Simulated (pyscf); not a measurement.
Thermochemistry of product channels of `[F][W]([F])([F])([F])([F])[F]` + `[H]` [doublet] on the doublet surface, in eV, from ωB97M-D3(BJ)/def2-TZVP energies (ideal gas, 1 atm, RRHO with modes under 100 cm⁻¹ raised to 100, one conformer, R ln 2 for rigid chiral ones). Structures and frequencies: ωB97X-D3(BJ)/def2-SVP in PySCF.

```json
[
 {"products": "`[FH]` + `[F][W]([F])([F])([F])[F]` [doublet]", "ΔE": "-0.92", "ΔH(298 K)": "-0.75", "ΔG(298 K)": "-1.00", "ΔG(900 K)": "…"},
 {"products": "`[FH]` + `[F][W]([F])([F])[F]` [singlet] + `[F]` [doublet]", "ΔE": "…", "ΔH(298 K)": "+3.77", "ΔG(298 K)": "+3.19", "ΔG(900 K)": "+2.06"},
 {"products": "`[F]` [doublet] + `[F][WH]([F])([F])([F])[F]`", "ΔE": "…", "ΔH(298 K)": "+2.97", "ΔG(298 K)": "+2.84", "ΔG(900 K)": "+2.65"}
]
```

Question: What belongs in the gaps?

Answer: 
- `[FH]` + `[F][W]([F])([F])([F])[F]` [doublet], ΔG(900 K): -1.45
- `[FH]` + `[F][W]([F])([F])[F]` [singlet] + `[F]` [doublet], ΔE: +3.64
- `[F]` [doublet] + `[F][WH]([F])([F])([F])[F]`, ΔE: +2.82

These are energies of the channels, which say nothing of barriers. Left out: orbital degeneracy and the spin-orbit lowering of F. Open-shell species with a d-block atom are single-reference here; other states, and whether the spin sits on metal or ligand, were not checked. Elements past Kr carry the def2 core potentials, without spin-orbit coupling.
